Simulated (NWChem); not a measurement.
hydrogen peroxide (H$_{2}$O$_{2}$); SMILES OO

Computed with NWChem. All runs use the structure optimised with PBE0/def2-SVP. Ions are spin-unrestricted doublets at the neutral geometry; other ion states weren't tried.

```json
[
 {"level": "PBE/3-21G", "basis functions": "22", "vertical ionisation energy, ΔSCF (eV)": "10.25", "−ε(HOMO) (eV)": "4.66", "ΔSCF minus −ε(HOMO) (eV)": "5.59"},
 {"level": "PBE/pcseg-1", "basis functions": "38", "vertical ionisation energy, ΔSCF (eV)": "11.04", "−ε(HOMO) (eV)": "5.88", "ΔSCF minus −ε(HOMO) (eV)": "5.16"},
 {"level": "PBE/aug-pcseg-1", "basis functions": "64", "vertical ionisation energy, ΔSCF (eV)": "11.17", "−ε(HOMO) (eV)": "6.32", "ΔSCF minus −ε(HOMO) (eV)": "4.85"},
 {"level": "PBE/pcseg-2", "basis functions": "88", "vertical ionisation energy, ΔSCF (eV)": "11.07", "−ε(HOMO) (eV)": "6.19", "ΔSCF minus −ε(HOMO) (eV)": "4.88"},
 {"level": "PBE/def2-TZVPP", "basis functions": "90", "vertical ionisation energy, ΔSCF (eV)": "11.01", "−ε(HOMO) (eV)": "6.08", "ΔSCF minus −ε(HOMO) (eV)": "4.93"},
 {"level": "PBE/def2-QZVP", "basis functions": "174", "vertical ionisation energy, ΔSCF (eV)": "11.06", "−ε(HOMO) (eV)": "6.20", "ΔSCF minus −ε(HOMO) (eV)": "4.86"}
]
```
